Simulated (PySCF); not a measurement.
## Peak assignment

Mapped SMILES: `[CH2:1]=[C:2]([CH3:3])[CH2:4][CH2:5][F:6]`. Hydrogens are named by the atom that carries them. Ha(C1) is cis to C3; Hb(C1) is trans to C3.

PySCF 2.14 calculation with B3LYP/pcJ-1 coupling constants (spin–dipole term only in couplings to heteroatoms), geometry from PBE0-D3(BJ)/def2-SVP and σ from GIAO-HF/pcSseg-2; relativity neglected, fast rotation and ring inversion assumed for equivalent nuclei, gas phase, one computed conformer.

References, each an isolated molecule treated in the same way: 13C (σ = 191.47 ppm) and 1H (σ = 31.68 ppm) against TMS.

Problem. Assign these signals to the numbered atoms. 13C{1H} NMR (computed): δ 161.3 (C, d, J = 1.9 Hz), 119.0 (CH2), 81.9 (CH2, d, J = 236.8 Hz), 39.7 (CH2, d, J = 17.7 Hz), 24.3 (CH3).

Solution. 
161.3 → C2, fully substituted alkene carbon: the olefinic region
119.0 → C1, terminal =CH2 carbon: an sp2 carbon of a C=C bond
81.9 → C5, sp3 CH2 bonded to F: deshielded by the electronegative neighbour
39.7 → C4, allylic sp3 CH2: a saturated carbon with 2 carbon neighbours and no heteroatom attached
24.3 → C3, allylic methyl carbon: aliphatic region, no heteroatom directly attached

Problem. Assign these signals to the numbered atoms. 1H NMR (400 MHz, computed): δ 5.03 (quint, J = 2.2 Hz, 1H), 4.90 (d of sext, J = 2.6, 1.4 Hz, 1H), 4.14 (dt, J = 55.0, 6.4 Hz, 2H), 2.13 (dtd, J = 32.2, 6.4, 1.1 Hz, 2H), 1.93 (ddd, J = 2.1, 2.0, 1.5 Hz, 3H).

Solution. 
5.03 → Ha(C1), hydrogen on a terminal =CH2 carbon: a vinylic proton, deshielded by the sp2 carbon and the C=C anisotropy
4.90 → Hb(C1), hydrogen on a terminal =CH2 carbon
4.14 → H(C5), hydrogen on an sp3 CH2 bonded to F: its carbon carries F, which withdraws density
2.13 → H(C4), hydrogen on an allylic sp3 CH2: allylic position
1.93 → H(C3), hydrogen on an allylic methyl carbon: allylic position

C–F couplings over four or more bonds (about 3 Hz to the para carbon of a fluoroarene) are left out. Common functionals overestimate the size of one-bond C–F couplings by tens of Hz; these are unscaled. Multiplet labels drop couplings under 1 Hz and merge nearly equal ones. Unscaled 3J(H,H) at this level run about 10 % above measured values. Shifts are as computed, not scaled to solution data. Of 1211 compounds with measured shifts, 218 miss one by over three times the rms of a fit or turn the order of signals round; such compounds aren't used in these exercises. Across freely rotating sp3–sp3 bonds, 3J(H,H) is taken as (2 J gauche + J anti)/3 from the one conformer, which assumes equal rotamer populations. Only one conformer was computed, so three-bond couplings in flexible chains and rings are approximate.
